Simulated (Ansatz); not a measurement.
Structure relaxation of PtBr2

These are results of Ansatz 0.2.0, DFT PBE, scalar-relativistic, plane waves, PAW, not measurements. Cutoff 420 eV, Γ-centred k mesh, Gaussian smearing, no spin polarisation in the final step.

The start puts PtBr2 on the AlB2 structure type (P6/mmm, No. 191), with Pt in place of Al, Br in place of B, at a guessed volume.

```xyz
3
Lattice="4.2119 0.0000 0.0000 -2.1059 3.6476 0.0000 0.0000 0.0000 4.5477" Properties=species:S:1:pos:R:3 pbc="T T T"
Pt    0.0000    0.0000    0.0000
Br    0.0000    2.4317    2.2739
Br    2.1059    1.2159    2.2739
```

Cell and atoms relax at zero pressure; the relaxation can't lower the symmetry of the start. After a coarse first stage the cell is made exact in the group found at 0.06 Å.

Energies over the elements count from the elements' standard structures at the same level, with no empirical corrections.

Problem. Which crystal results?

Solution. It keeps P6/mmm (No. 191), but not the shape of the type it started on. Conventional cell: a = 6.686 Å, c = 2.495 Å. Around Pt lie 2 Pt at 2.49 Å; Br has 2 Br at 2.49 Å.

Space group P6/mmm (No. 191). a = 6.686 Å, b = 6.686 Å, c = 2.495 Å, α = 90.00°, β = 90.00°, γ = 120.00°
| atom | site | symmetry | x | y | z |
| --- | --- | --- | --- | --- | --- |
| Pt | 1a | 6/mmm | 0.0000 | 0.0000 | 0.0000 |
| Br | 2d | -6m2 | 0.3333 | 0.6667 | 0.5000 |

Problem. What are its volume, energy, density and gap?

Solution. The volume per atom is 32.2 Å³ and the density is 6.1 g/cm³. The energy over the elements is 0.97 eV/atom and the gap on the 12×12×18 mesh is 0 eV (a metal).

The final run used a 12×12×18 mesh on its 3-atom cell and 0.10 eV smearing. For metals, differences of a few meV/atom aren't resolved. No dispersion correction is applied, so the spacing between layers, chains or molecules is poorly fixed, and with it the volume and density. Spin–orbit coupling is left out. A structure relaxed within its symmetry needn't be a true minimum. The steps took roughly 100 core-seconds in all.

Cost: 5 runs of about 1.7 core-minutes in all, on Intel Xeon 6975P-C (Granite Rapids) (shared hosts).